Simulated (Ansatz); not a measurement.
# Si₂N (doublet): wave-function methods side by side, cc-pVTZ

The task here is to estimate one member of a computed series from the others.

Program: Ansatz 0.2.0, Gaussian basis. Level of theory: cc-pVTZ, core rule «outside noble gas», up to 11 orbitals frozen. These are calculated values, not measurements.

The runs, in order: UHF; CCSD(T) on ROHF; CCSD(T) on UHF; BCCD(T) on ROHF; CCSDT(Q) on ROHF; CCSDT(Q) on UHF.

6 further runs of the same task are left out: 1 for a known fault of the program, 5 set aside as unsound or not needed.

## The system

The geometry is a PBE0/def2-TZVP stationary point (not a proven minimum) of the parent state, kept for this charge and spin.

3 atoms, charge 0, spin multiplicity 2.

Atoms are counted from 1 here; the program's logs count them from 0.

Bond lengths: N1–Si2 1.661 Å, Si2–Si3 2.244 Å. Angles: N1–Si2–Si3 180.0°.

The first run:

Contents of in.yaml:

```yaml
crystal:
  periodic: [false, false, false]
  atoms:
    - {symbol: N, position_ang: [0.000000, 0.000000, -1.854900]}
    - {symbol: Si, position_ang: [0.000000, 0.000000, -0.194400]}
    - {symbol: Si, position_ang: [0.000000, 0.000000, 2.049300]}
basis:
  gaussian: {orbitals: cc-pVTZ}
magnetization: {spin_polarized: true, initial_magnetization: 1}
hamiltonian: {xc: hf}
output: {orbitals: {seedname: orbitals}}
```

Started as:

```console
$ ansatz run in.yaml --threads 1 --pin off --events-out ev --progress --plain --max-ram 4096MiB --backend cpu
```

Steps of the session up to this table: UHF; CCSD(T) on ROHF; CCSD(T) on UHF; BCCD(T) on ROHF; CCSDT(Q) on ROHF; CCSDT(Q) on UHF.

One of the session's tables, all rows but one given; the rest of the session is left out.

| method | from RCCSDT(Q) (meV) |
| --- | --- |
| UHF | +11186.2 |
| RMP2 | +1026.2 |
| UMP2 | ? |
| RCCSD | +1258.9 |
| UCCSD | +1133.6 |
| RCCSD(T) | +173.0 |
| UCCSD(T) | +368.7 |
| BCCD(T) | +203.6 |
| RCCSDT | +198.5 |
| UCCSDT | +176.1 |
| RCCSDT(Q) | 0 |
| UCCSDT(Q) | -16.5 |

**Question.** Estimate the row for UMP2.

**Answer.** from RCCSDT(Q) (meV): +2890.1. In the column «from RCCSDT(Q) (meV)» it lies between RCCSD (+1258.9) and UHF (+11186.2).

Left out of the table: ROHF (another determinant or state than the rows shown).

To keep in mind: The determinant is far from a pure spin state, so its energy mixes those of several spin states (harmless only where they are near-degenerate, as at dissociation). The report flags that the cluster equations may have other roots. The program flags RCCSD(T), BCCD(T), RCCSDT(Q) as in doubt, so the zero of the table is itself unsure. Warnings: spin contamination; coupled cluster took another determinant than the lowest; large T1 diagnostic. Restricted and unrestricted rows rest on different reference determinants; where their highest levels disagree by more than a few hundredths of an eV, they describe different states and don't form one ladder.
